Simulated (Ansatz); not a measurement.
Diborane mono F (B2H5F), relaxed as a singlet with RKS PBE-D4/def2-TZVP in Ansatz, starting from the GFN2-xTB geometry. Force threshold 0.02 eV/Å.

Start:

```tsv
atom	x (Å)	y (Å)	z (Å)
B1	-0.8790	-0.0463	-0.2154
F2	-1.7146	-0.6077	0.6660
H3	-1.3647	0.3441	-1.2122
H4	0.1979	-0.8475	-0.4248
B5	0.8996	0.0647	0.1830
H6	1.3250	-0.3409	1.1956
H7	1.6340	0.5563	-0.5860
H8	-0.0982	0.8772	0.3937
```

(1) Estimate the energy that the relaxation releases and the steps that it takes.

(2) Does the start keep its bonding and symmetry?

(3) Predict the relaxed structure.

Results:

(1) 0.09 eV, in 4 steps; 1.6 s on 4 threads of Arm Neoverse V2 on a shared host. No frequencies were taken in this run, so the end may be a saddle point.

(2) By distances, no bond broke or formed. The bond that changes most is B1–B5, from 1.83 to 1.77 Å (atoms count from 1). Point group Cs at the start, Cs at the end, both within 0.05 Å.

(3) 
```xyz
8

B    -0.8600   -0.0558   -0.1900
F    -1.6913   -0.6236    0.7073
H    -1.2954    0.3617   -1.2274
H     0.2173   -0.8620   -0.4510
B     0.8691    0.0623    0.1802
H     1.2637   -0.3664    1.2251
H     1.5813    0.5709   -0.6359
H    -0.0848    0.9128    0.3916
```
Bond lengths: 1 × B–F 1.35 Å; 1 × B–B 1.77 Å; 7 × B–H 1.20 to 1.37 Å.
